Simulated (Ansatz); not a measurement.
C2H5NO can be A, `C1NCO1`, or B, `N=CCO`.

Calculated with Ansatz (gas phase, PBE0-D4/def2-TZVP geometries, no zero-point term in ΔE). CCSD(T)/CBS adds triple-zeta CCSD(T) − MP2 to the extrapolated MP2 energy (def2 sets, frozen cores). Functionals use def2-TZVPP. B3LYP here is the variant with VWN-RPA as its local correlation; programs differ in this. One conformer a species, not always the lowest.

**Question.** Which isomer does CCSD(T)/CBS put lower? Give the gap. (An estimate is asked.)

**Answer.** Ansatz gave: B, by 97.5 kJ/mol.

**Question.** Give E(B) − E(A) in kJ/mol with B2PLYP, LDA (SPW92), CCSD(T)/def2-TZVPP, B3LYP, HF/def2-TZVPP, CCSD/def2-TZVPP, PBE-D4. (Estimate.)

**Answer.** Computed: B2PLYP -100.6, LDA (SPW92) -87.6, CCSD(T)/def2-TZVPP -95.1, B3LYP -102.1, HF/def2-TZVPP -91.9, CCSD/def2-TZVPP -92.4, PBE-D4 -94.1. None reverses the order clearly.

**Question.** Does the order hold for the free energy at 298.15 K (harmonic terms from PBE0-D4)? (Best estimate.)

**Answer.** Computed: Yes: G(B) − G(A) = -102.9 kJ/mol, for one conformer each.

Largest T1 diagnostic: 0.012.

Leaving LDA and LC-ωPBE aside and taking each functional with its dispersion term where it has one, the values, not all of them listed here, spread over 28.4 kJ/mol, from BLYP-D4 to ωB97X-V. LDA lies +6.5 kJ/mol from PBE without D4. At CCSD(T), def2-SVP lies +3.5 kJ/mol from the extrapolated value and def2-TZVPP +2.4 kJ/mol.
